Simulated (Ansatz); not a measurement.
# P2: up Jacob's ladder to CCSD(T)

Aim: compute P2 with functionals from several rungs and with coupled cluster. The yardstick is the atomisation energy at the CCSD(T) limit.

Computed with Ansatz 0.2.0, Gaussian basis. Level: functionals in def2-TZVPP, the program's frozen cores in correlated methods.

The runs, in order: LDA (SPW92), PBE-D4, revPBE-D4, BLYP-D4, r2SCAN-D4, B97M-V, PBE0-D4, B3LYP-D4, r2SCANh-D4, r2SCAN0-D4, HSE06-D4, BHLYP-D4, CAM-B3LYP-D4, LC-ωPBE, ωB97X-V, ωB97M-V, B2PLYP, PBE-QIDH; CCSD(T)/def2-SVP; CCSD(T)/def2-TZVPP; CCSD(T)/def2-QZVPP; extrapolation to the limit; RPA on PBE.

## Step 1: The geometry

An earlier PBE0-D4 in a triple-zeta def2 set relaxation fixed the geometry.

SMILES `P#P`, 2 atoms, charge 0, spin multiplicity 1.

Atoms are counted from 1 here; the program's logs count them from 0.

Bond lengths: P1–P2 1.882 Å.

As a file:

```xyz
2
P2
P     0.00000    0.00000    0.00582
P     0.00000    0.00000    1.88758
```

## Step 2: LDA

This LDA is Slater exchange with PW92 correlation.

The input, in.yaml:

```yaml
crystal:
  periodic: [false, false, false]
  atoms:
    - {symbol: P, position_ang: [-0.000000, 0.000000, 0.005823]}
    - {symbol: P, position_ang: [0.000000, -0.000000, 1.887577]}
basis:
  gaussian: {orbitals: def2-TZVPP}
hamiltonian: {xc: lda}
output: {orbitals: {seedname: orbitals}}
```

Command:

```bash
> ansatz run in.yaml --threads 2 --pin off --events-out ev --progress --plain --max-ram 22528MiB --backend cpu
```

After this run come: PBE-D4 (GGA); revPBE-D4 (GGA); BLYP-D4 (GGA); r2SCAN-D4 (meta-GGA); B97M-V (meta-GGA); PBE0-D4 (hybrid); B3LYP-D4 (hybrid); r2SCANh-D4 (hybrid); r2SCAN0-D4 (hybrid); HSE06-D4 (hybrid); BHLYP-D4 (hybrid); CAM-B3LYP-D4 (range-separated); LC-ωPBE (range-separated); ωB97X-V (range-separated); ωB97M-V (range-separated); B2PLYP (double hybrid); PBE-QIDH (double hybrid); CCSD(T) in def2-SVP; CCSD(T) in def2-TZVPP; CCSD(T) in def2-QZVPP; RPA on PBE orbitals.

Q: Predict the results of all the runs planned. Wanted: atomisation energy, CCSD(T)/CBS; farthest beyond LDA; mean size of error, GGA; mean size of error, meta-GGA; mean size of error, hybrid; mean size of error, range-separated; mean size of error, double hybrid; gap, smallest and largest; T1 diagnostic.

**Answer**, as computed:

| quantity | value |
| --- | --- |
| atomisation energy, CCSD(T)/CBS | 115.6 kcal/mol |
| functionals within 0.6 kcal/mol (0.5 %) | none; nearest B2PLYP (-0.8 kcal/mol) |
| farthest beyond LDA | LC-ωPBE (-15.2 kcal/mol) |
| mean size of error, GGA | 5.8 kcal/mol |
| mean size of error, meta-GGA | 5.2 kcal/mol |
| mean size of error, hybrid | 6.0 kcal/mol |
| mean size of error, range-separated | 6.2 kcal/mol |
| mean size of error, double hybrid | 4.2 kcal/mol |
| gap, smallest and largest | 3.72 eV (BLYP-D4), 10.18 eV (LC-ωPBE) |
| T1 diagnostic | 0.0173 |
| triples share of the correlation energy | 6.8 % |

**Reading.** LDA overbinds by 28.2 kcal/mol (24 %). PBE-D4 misses by +6.9 kcal/mol. Double hybrids carry the basis error of their MP2 part in triple zeta, and no dispersion term here, so their miss is partly the set-up's. By mean error the best rung here is double hybrid (4.2 kcal/mol) and the worst beyond LDA is range-separated (6.2 kcal/mol). The gap between the best rungs is small, so their order is not settled. RPA and LDA stand outside this count. The reference freezes the cores and leaves out relativity and excitations past (T), so misses under about 0.6 kcal/mol can't be ranked. Hartree-Fock recovers 33 % of the binding; the rest is correlation. CCSD(T) in def2-SVP is off by -23.2 kcal/mol, so the small basis spoils what the method gains. The gap grows from 3.7 to 10.2 eV across the functionals, mostly with the share of exact exchange. The restricted reference is unstable towards a spin-broken one.
